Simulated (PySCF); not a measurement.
An unknown is described by computed data only.

Formula: C4H3O; charge -1.

- 13C NMR: chemical shifts (computed TMS as zero) by class: 151.4 (1 C), 96.3 (1 C), 60.7 (1 C), 44.8 (1 C) ppm [GIAO KT3/pcSseg-2]
- NMR, other nuclei: isotropic shieldings of nuclei other than C and H, by class: 23 (1 O) ppm [GIAO KT3/pcSseg-2]
- Rotational structure: rotational constants A, B, C: 10.900, 4.202, 3.033 GHz [PBE0-D3(BJ)/def2-SVP]
- Couplings: largest of the computed one-bond spin–spin couplings (means over like bonds): 13C–1H +251.8, 13C–13C +177.9, 13C–1H +164.9, 13C–1H +158.4, 13C–13C +94.6, 13C–13C +66.2, 17O–13C +31.4 Hz [B3LYP/pcJ-1]
- 1H NMR: chemical shifts (computed TMS as zero) by class: 3.05 (1 H), 2.86 (1 H), 1.37 (1 H) ppm [GIAO KT3/pcSseg-2]

Electronic properties: PySCF, gas phase, density fitting. Levels stand in brackets. Geometry: PBE0-D3(BJ)/def2-SVP; no solvent, vibrations or thermal averaging. The HOMO energy is positive, so at this level the finite basis confines the outermost electrons. No diffuse functions stand in pcJ-1 and pcSseg-2, which bears on an anion's orbital energies. Each NMR value is the plain mean over a class of atoms that symmetry, rotation or inversion makes alike.

Question: What is the compound? Reason from the data.

Answer: Numbering: `[CH:1]#[C:2][C:3](=[CH2:4])[O-:5]`. 4 carbons fall into 4 classes; from least to most shielded: vinylic carbon bearing oxygen [C3] (151.4 ppm), alkyne carbon [C2] (96.3 ppm), carbon bonded to C and 2 H [C4] (60.7 ppm), terminal alkyne carbon [C1] (44.8 ppm). Hydrogen classes from least to most shielded: 1 H on a carbon bonded to C and 2 H, C4 (3.05 ppm), 1 H on a carbon bonded to C and 2 H, C4 (2.86 ppm), 1 H on a terminal alkyne carbon, C1 (1.37 ppm). The other shieldings belong to: 23 ppm, enolate oxygen [O5]. The couplings run between: +251.8 Hz, terminal alkyne carbon [C1] and its hydrogen; +177.9 Hz, terminal alkyne carbon [C1] and alkyne carbon [C2]; +164.9 Hz, carbon bonded to C and 2 H [C4] and its hydrogen; +158.4 Hz, carbon bonded to C and 2 H [C4] and its hydrogen; +94.6 Hz, vinylic carbon bearing oxygen [C3] and carbon bonded to C and 2 H [C4]; +66.2 Hz, alkyne carbon [C2] and vinylic carbon bearing oxygen [C3]; +31.4 Hz, enolate oxygen [O5] and vinylic carbon bearing oxygen [C3]. The optimised geometry has point group Cs and is an asymmetric top. Structure: `C([O-])(=C)C#C`. The assignments are read from this structure; whether some other isomer fits the data as well wasn't checked.
